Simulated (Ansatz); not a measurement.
# BSiNH (quartet): the correlation ladder, def2-QZVPP

One table from this session's results is given with a row withheld; the runs are named, their logs left out.

Computed with Ansatz 0.2.0, Gaussian basis. Level: def2-QZVPP, core rule «outside noble gas», up to 7 orbitals frozen.

To be run: UHF; ROHF; CCSD(T) on UHF.

2 further runs of the same task are left out: 2 set aside as unsound or not needed.

## The geometry

The geometry is a PBE0/def2-TZVP stationary point (not a proven minimum) of the parent state, kept for this charge and spin.

4 atoms, charge 0, spin multiplicity 4.

Atoms are counted from 1 here; the program's logs count them from 0.

Bond lengths: N1–B2 1.246 Å, N1–H4 0.993 Å, B2–Si3 1.991 Å. Angles: B2–N1–H4 180.0°, N1–B2–Si3 180.0°.

As a file:

```xyz
4
BHNSi
N     0.00000    0.00000    0.87230
B     0.00000    0.00000   -0.37340
Si    0.00000    0.00000   -2.36420
H     0.00000    0.00000    1.86530
```

The first run:

File in.yaml:

```yaml
crystal:
  periodic: [false, false, false]
  atoms:
    - {symbol: N, position_ang: [0.000000, 0.000000, 0.872300]}
    - {symbol: B, position_ang: [0.000000, 0.000000, -0.373400]}
    - {symbol: Si, position_ang: [0.000000, 0.000000, -2.364200]}
    - {symbol: H, position_ang: [0.000000, 0.000000, 1.865300]}
basis:
  gaussian: {orbitals: "def2-QZVPP.json"}
magnetization: {spin_polarized: true, initial_magnetization: 3}
hamiltonian: {xc: hf}
output: {orbitals: {seedname: orbitals}}
```

Launch:

```bash
> ansatz run in.yaml --threads 1 --pin off --events-out ev --progress --plain --max-ram 2393MiB
```

Among the steps run: UHF; ROHF; CCSD(T) on UHF.

One table of the session follows, with a row left open; its other results are not shown here.

| method | from UCCSD(T) (meV) |
| --- | --- |
| ROHF | +11099.1 |
| UHF | +11065.0 |
| UMP2 | +996.0 |
| UCCSD | ? |
| UCCSD(T) | 0 |

Q: Estimate the row for UCCSD from the others.

The run gave: from UCCSD(T) (meV): +592.5. In the column «from UCCSD(T) (meV)» it lies between UCCSD(T) (0) and UMP2 (+996.0).
